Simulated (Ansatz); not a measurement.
Reaction (SMILES): FF (F2) → F2+ (doublet, bonded as FF) + e-
B3LYP-D3(BJ)/def2-TZVP geometries, fixed; electronic energies without zero-point terms.
Largest species:
```xyz
2

F      0.0000     0.0000    -0.6982
F      0.0000     0.0000     0.6982
```
Charge 0, spin multiplicity 1.

Basis-set convergence of the adiabatic ionisation energy at PBE with Ansatz (a first-principles code). All functions are spherical. Open shells are unrestricted. No added dispersion term, no relativity. Functions are those of the species that has most. Reference: the value in aug-cc-pV5Z, 15.172 eV, itself unsure by roughly 0.004 eV (its mean distance from pcseg-4, aug-pcseg-3, aug-cc-pVQZ). Deviations are taken from unrounded values.

| basis | functions | adiabatic ionisation energy (eV) |
|---|---|---|
| cc-pVDZ | 28 | 14.995 |
| aug-cc-pVDZ | 46 | 15.266 |
| def2-SVP | 28 | 15.062 |
| def2-SVPD | 46 | 15.412 |
| pcseg-1 | 28 | 15.357 |
| aug-pcseg-1 | 46 | 15.379 |
| 6-311G** | 36 | 15.200 |
| 6-311+G** | 44 | 15.384 |
| cc-pVTZ | 60 | 15.097 |
| aug-cc-pVTZ | 92 | 15.196 |
| pcseg-2 | 60 | 15.213 |
| aug-pcseg-2 | 92 | 15.204 |
| def2-TZVPP | 62 | 15.158 |
| def2-TZVPPD | 80 | 15.184 |
| cc-pVQZ | 110 | 15.135 |
| aug-cc-pVQZ | 160 | 15.179 |
| def2-QZVPP | 114 | 15.160 |
| def2-QZVPPD | 132 | 15.173 |
| pcseg-3 | 120 | 15.169 |
| aug-pcseg-3 | 170 | 15.177 |
| cc-pV5Z | 182 | 15.162 |
| aug-cc-pV5Z | 254 | 15.172 |

What the diffuse functions change, pair by pair:
- cc-pVDZ to aug-cc-pVDZ: 18 more functions, deviation -0.177 to 0.095 eV
- def2-SVP to def2-SVPD: 18 more functions, deviation -0.109 to 0.240 eV
- pcseg-1 to aug-pcseg-1: 18 more functions, deviation 0.185 to 0.208 eV
- 6-311G** to 6-311+G**: 8 more functions, deviation 0.028 to 0.212 eV
- cc-pVTZ to aug-cc-pVTZ: 32 more functions, deviation -0.075 to 0.024 eV
- pcseg-2 to aug-pcseg-2: 32 more functions, deviation 0.042 to 0.033 eV
- def2-TZVPP to def2-TZVPPD: 18 more functions, deviation -0.014 to 0.012 eV
- cc-pVQZ to aug-cc-pVQZ: 50 more functions, deviation -0.037 to 0.007 eV
- def2-QZVPP to def2-QZVPPD: 18 more functions, deviation -0.012 to 0.002 eV
- pcseg-3 to aug-pcseg-3: 50 more functions, deviation -0.003 to 0.005 eV
- cc-pV5Z to aug-cc-pV5Z: 72 more functions, deviation -0.009 to 0.000 eV

Leaving out the reference's own pair, they bring the value nearer the reference by more than 0.004 eV in 5 of 10 pairs.
